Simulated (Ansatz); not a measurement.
Geometry optimisation, Ansatz, UKS B3LYP-D4/def2-SVP.

The input (input.yaml):

```yaml
crystal:
  periodic: [false, false, false]
  atoms:
    - { symbol: B, position_ang: [0.0, 0.0, 0.0] }
    - { symbol: H, position_ang: [0.0, 0.0, 1.44] }
    - { symbol: Cl, position_ang: [1.6108, 0.0, -0.93] }
    - { symbol: C, position_ang: [-1.3856, 0.0, -0.8] }
    - { symbol: H, position_ang: [-1.9458, -0.9305, -0.5708] }
    - { symbol: H, position_ang: [-1.9898, 0.8797, -0.4946] }
    - { symbol: H, position_ang: [-1.1839, 0.0508, -1.8903] }
    - { symbol: H, position_ang: [0.0, 0.0, 2.4] }
magnetization:
  spin_polarized: true
  initial_magnetization: 1
basis:
  gaussian: { orbitals: def2-SVP }
hamiltonian:
  xc: b3lyp
  dispersion: d4
relax:
  f_tol: 0.15
  max_steps: 25
  restrain:
    - { distance: [1, 7], at: 0.66, k: 30.0 }
    - { distance: [0, 1], at: 2.39, k: 30.0 }
```

Launched with:

```bash
$ ansatz run input.yaml --threads 2 --pin off --max-ram 3072MiB --backend cpu --events-out ev --progress --plain --runs-dir out
```

Task: Where does it end, and by what steps?

Result: It converged. The restraints hold the end off the free minimum. After 6 steps the energy has fallen by 0.340 eV (the restraints' own energy left out); H2 moved furthest, 0.59 Å. Joined: H2–H8 (0.96 → 0.72 Å).

```json
{"step": "0", "energy less start (eV)": "0.0000", "largest force component (eV/Å)": "1.735", "accepted": "yes"}
{"step": "1", "energy less start (eV)": "-0.0578", "largest force component (eV/Å)": "1.826", "accepted": "yes"}
{"step": "2", "energy less start (eV)": "0.2734", "largest force component (eV/Å)": "5.702", "accepted": "yes"}
{"step": "3", "energy less start (eV)": "-0.2073", "largest force component (eV/Å)": "1.888", "accepted": "yes"}
{"step": "4", "energy less start (eV)": "-0.3411", "largest force component (eV/Å)": "1.780", "accepted": "yes"}
{"step": "5", "energy less start (eV)": "-0.3533", "largest force component (eV/Å)": "1.448", "accepted": "no"}
{"step": "6", "energy less start (eV)": "-0.3404", "largest force component (eV/Å)": "1.845", "accepted": "yes"}
```

```xyz
8
Properties=species:S:1:pos:R:3
B 0.122 0.003 -0.357
H -0.030 0.000 2.034
Cl 1.606 -0.005 -1.271
C -1.324 0.006 -0.922
H -1.845 -0.900 -0.566
H -1.886 0.852 -0.492
H -1.391 0.048 -2.018
H -0.146 -0.003 2.747
```

The run took 14 s on 2 threads of Arm Neoverse V1 (shared host), peak memory 0.16 GiB.
